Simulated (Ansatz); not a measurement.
# CH₄ (triplet): wave-function methods side by side at distance H1–H2 along a hydrogen transfer = 0.967 Å, cc-pVDZ

Aim: climb from Hartree-Fock through coupled cluster and multireference methods for CH₄ (triplet) at one geometry and basis, and see what each rung misses.

Method: cc-pVDZ, core rule «outside noble gas», up to 1 orbitals frozen; program: Ansatz 0.2.0, Gaussian basis.

The runs, in order: UHF; CCSD(T) on ROHF; CCSD(T) on UHF; BCCD(T) on ROHF; CISD; CCSDT(Q) on ROHF; CCSDT(Q) on UHF; CISDTQ; CCSDTQ on ROHF; CCSDTQ on UHF; CASSCF and MRCISD+Q, 4 electrons in 4 orbitals; CASSCF and NEVPT2, 4 electrons in 4 orbitals; CASSCF and MRCISD+Q, 8 electrons in 8 orbitals; CASSCF and NEVPT2, 8 electrons in 8 orbitals; Full CI.

### 1 The geometry

The geometry derives from fragments relaxed apart (PBE0/def2-TZVP) and kept rigid, so it is no stationary point. A hydrogen atom is moved between rigid fragments.

5 atoms, charge 0, spin multiplicity 3.

Atoms are counted from 1 here; the program's logs count them from 0.

Bond lengths: C3–H4 1.079 Å, C3–H5 1.079 Å. Angles: H4–C3–H5 134.8°.

Geometry (Å):

```
H    -2.1702    0.0000    0.0000
H    -1.2032    0.0000    0.0000
C     0.1828    0.0000    0.0000
H     0.5973    0.0000    0.9962
H     0.5973    0.0000   -0.9962
```

### 2 UHF

in.yaml reads:

```yaml
crystal:
  periodic: [false, false, false]
  atoms:
    - {symbol: H, position_ang: [-2.170162, 0.000000, 0.000000]}
    - {symbol: H, position_ang: [-1.203162, 0.000000, 0.000000]}
    - {symbol: C, position_ang: [0.182838, 0.000000, 0.000000]}
    - {symbol: H, position_ang: [0.597306, 0.000000, 0.996161]}
    - {symbol: H, position_ang: [0.597306, 0.000000, -0.996161]}
basis:
  gaussian: {orbitals: cc-pVDZ}
magnetization: {spin_polarized: true, initial_magnetization: 2}
hamiltonian: {xc: hf}
output: {orbitals: {seedname: orbitals}}
```

Command:

```sh
$ ansatz run in.yaml --threads 1 --pin off --events-out ev --progress --plain --max-ram 2746MiB --backend cpu
```

After this run come: CCSD(T) on ROHF; CCSD(T) on UHF; BCCD(T) on ROHF; CISD; CCSDT(Q) on ROHF; CCSDT(Q) on UHF; CISDTQ; CCSDTQ on ROHF; CCSDTQ on UHF; CASSCF and MRCISD+Q, 4 electrons in 4 orbitals; CASSCF and NEVPT2, 4 electrons in 4 orbitals; CASSCF and MRCISD+Q, 8 electrons in 8 orbitals; CASSCF and NEVPT2, 8 electrons in 8 orbitals; Full CI.

**Question.** What will the summary of the whole plan be? Wanted: FCI below the RHF energy; RMP2 from FCI; UMP2 from FCI; RCCSD from FCI; RCCSD(T) from FCI; UCCSD(T) from FCI; RCCSDT(Q) from FCI; UCCSDT(Q) from FCI; NEVPT2 pair from FCI.

The runs gave:

| quantity | value |
| --- | --- |
| FCI below the RHF energy | -4.9102 eV |
| RMP2 from FCI | +19.85 kcal/mol |
| UMP2 from FCI | +20.71 kcal/mol |
| RCCSD from FCI | +2.54 kcal/mol |
| RCCSD(T) from FCI | +0.44 kcal/mol |
| UCCSD(T) from FCI | +0.45 kcal/mol |
| RCCSDT(Q) from FCI | +0.01 kcal/mol |
| UCCSDT(Q) from FCI | -0.01 kcal/mol |
| NEVPT2 pair from FCI | +17.82 kcal/mol |
| MRCISD+Q pair from FCI | +0.29 kcal/mol |
| NEVPT2 valence from FCI | +15.61 kcal/mol |
| levels within 1 kcal/mol (43 meV) | RCCSD(T), UCCSD(T), BCCD(T), RCCSDT, UCCSDT, CISDTQ, RCCSDT(Q), UCCSDT(Q), RCCSDTQ, UCCSDTQ, MRCISD+Q pair, MRCISD+Q valence |
| T1 diagnostic | 0.029 |
| effectively unpaired electrons | 2.03 |

RCCSD(T) misses by +0.44 kcal/mol, 0.4 % of the correlation energy. One determinant dominates. Of the multireference levels listed MRCISD+Q pair comes nearest in total energy (+0.29 kcal/mol), which doesn't show that its space is the better one. These misses are within one basis, not against nature; the frozen cores of restricted and unrestricted runs differ, which can shift their rows.
